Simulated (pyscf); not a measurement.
Four-centre exchange: `[OH][B]([Cl])[BH][Cl]` + `[H][H]` → `[BH2][B]([OH])[Cl]` + `[ClH]`

Gas phase, singlet surface, charge 0. Bonds broken: Cl3–B6, H7–H9. Bonds formed: Cl3–H7, B6–H9. Single points on ωB97X-D3(BJ)/def2-SVP structures (PySCF, gas phase).

Transition state (Å):

```xyz
9

O      1.2083    -0.5674     0.5065
B      0.1931     0.1121    -0.0708
Cl    -1.7797     2.3988     0.5247
Cl    -1.1154    -0.8281    -0.8453
H      1.1162    -1.5260     0.4206
B      0.1606     1.8161    -0.1141
H     -0.4185     2.6060     1.0159
H      0.3595     2.4737    -1.1016
H      0.7257     2.3512     0.8912
```

One imaginary mode, 756i cm⁻¹; descent along it reached the two sides named, in the forms told below.

| bond | change | reactant side (Å) | saddle | product side |
|---|---|---|---|---|
| Cl3–B6 | breaks | 1.753 | 2.124 | 2.353 |
| H7–H9 | breaks | 0.761 | 1.179 | 2.9 |
| Cl3–H7 | forms | 3.6 | 1.462 | 1.288 |
| B6–H9 | forms | 2.8 | 1.271 | 1.211 |

Electronic energies relative to the separated reactants (kcal/mol):

| level | barrier | reaction energy | reverse barrier |
|---|---|---|---|
| ωB97X-D3(BJ)/def2-TZVP | 25.3 | +18.9 | 6.4 |
| PBE/def2-TZVP | 18.9 | +19.7 | -0.8 |
| r²SCAN/def2-TZVP | 21.1 | +19.9 | 1.2 |
| B3LYP-D3(BJ)/def2-TZVP | 25.2 | +18.8 | 6.3 |
| PBE0-D3(BJ)/def2-TZVP | 20.2 | +19.1 | 1.1 |
| M06-2X/def2-TZVP | 25.8 | +19.7 | 6.1 |
| ωB97M-D3(BJ)/def2-TZVP | 24.4 | +18.2 | 6.3 |
| HF/def2-TZVP | 41.4 | +13.2 | 28.1 |

With ωB97M-D3(BJ)/def2-TZVP energies and thermal terms (ideal gas, 1 atm, RRHO with modes under 100 cm⁻¹ raised to 100, one conformer, R ln 2 for chiral ones without a mode under 150 cm⁻¹), in kcal/mol:

```csv
T (K),ΔH‡,ΔG‡,ΔH,ΔG
298,25.8,34.8,+19.4,+17.6
600,24.8,44.4,+18.8,+16.1
900,24.5,54.3,+18.4,+14.8
1200,24.6,64.2,+18.1,+13.7
```

On the product side the descent ends in a complex, 5.2 kcal/mol under the separated species and 11.6 kcal/mol under the saddle at ωB97X-D3(BJ)/def2-TZVP. At PBE the saddle lies under the separated products, which points to a path from their complex (located at ωB97X-D3(BJ) alone), and parting the products costs more than the saddle. This is the saddle that the search found; another between the same sides may lie lower.
